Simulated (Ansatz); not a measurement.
We consider rock-salt BaTe, described by HSE06 (Ansatz, a program for electronic structure, PAW).

Numerical settings: plane-wave cutoff 460 eV, 6×6×6 k mesh, Fermi–Dirac smearing 0.01 eV, scalar-relativistic PAW data made under PBE.

Response to compression and expansion:

| V (Å³/atom) | P (GPa) | direct gap at Γ (eV) | smallest gap on the k mesh (eV) |
|---|---|---|---|
| 41.536 | 1.71 | 3.813 | 2.218 |
| 42.629 | 0.79 | 3.805 | 2.277 |
| 43.193 | 0.36 | 3.748 | 2.305 |
| 43.722 | -0.02 | 3.695 | 2.330 |
| 44.815 | -0.72 | 3.591 | 2.378 |
| 45.908 | -1.34 | 3.491 | 2.422 |

The fundamental gap (2.33 eV at the equilibrium volume, on the SCF mesh) lies elsewhere than Γ–Γ.

Spin–orbit coupling is not included; with these elements it can move the gap by several tenths of an eV or more.
